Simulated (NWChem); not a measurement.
Molecule: SiCl₄; SMILES Cl[Si](Cl)(Cl)Cl

Results from NWChem. Structure relaxed at the PBE-D3(BJ)/def2-SVP level.

Question: Order these by “orbital gap (eV)”, lowest first: PBE/pcseg-1; PBE/aug-pcseg-1; PBE/3-21G.

Answer: PBE/3-21G (5.70), PBE/aug-pcseg-1 (5.99), PBE/pcseg-1 (6.08)
